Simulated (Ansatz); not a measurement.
Ligand exchange: SiH2(CH3)2 + C3H7Cl → SiH2(CH3)Cl + C4H10

Species: SiH2(CH3)2 (dimethylsilane), singlet; C3H7Cl (1-chloropropane) `CCCCl`, singlet; SiH2(CH3)Cl ((chlorosilyl)methane), singlet; C4H10 (butane) `CCCC`, singlet. The partners trade CH3 for Cl: Si–CH3 and C–Cl bonds give way to Si–Cl and C–CH3.

Shapes, held fixed at every level: PBE0-D4/def2-TZVP. Flexible molecules stand in one conformer, not always the lowest. Programs: Ansatz 0.2.0. The zero-point and thermal change to 298 K, harmonic and unscaled (PBE0-D4/def2-TZVP), is +4.5 kJ/mol.

```
                level                    kind  ΔH(298 K) (kJ/mol)  less CCSD(T)/CBS estimate  CPU time (sum over the molecules)
          HF/def2-SVP            Hartree–Fock              -125.6                      -14.1                                  –
     SPW92/def2-TZVPP                     LDA              -104.1                       +7.4                               12 s
  BHLYP-D4/def2-TZVPP           global hybrid              -114.2                       -2.7                               22 s
r2SCAN0-D4/def2-TZVPP           global hybrid              -112.8                       -1.3                               34 s
   wB97M-V/def2-TZVPP  range-separated hybrid              -110.0                       +1.5                               79 s
         MP2/def2-SVP     perturbation theory              -119.8                       -8.3                                  –
 CCSD(T)/CBS estimate   coupled cluster or CI              -111.5                        0.0                            7.6 min
```

The highest level, CCSD(T)/CBS estimate, gives ΔH(298 K) = -111.5 kJ/mol; the levels span -125.6 to -104.1. The column of differences is taken from that level and isn't an error. No measured value is set beside it here. The CBS estimate extrapolates MP2 from def2-TZVPP and def2-QZVPP and adds CCSD(T) − MP2 in the triple-zeta set, cores frozen. Times are processor times on shared x86 and Arm servers, and rough.
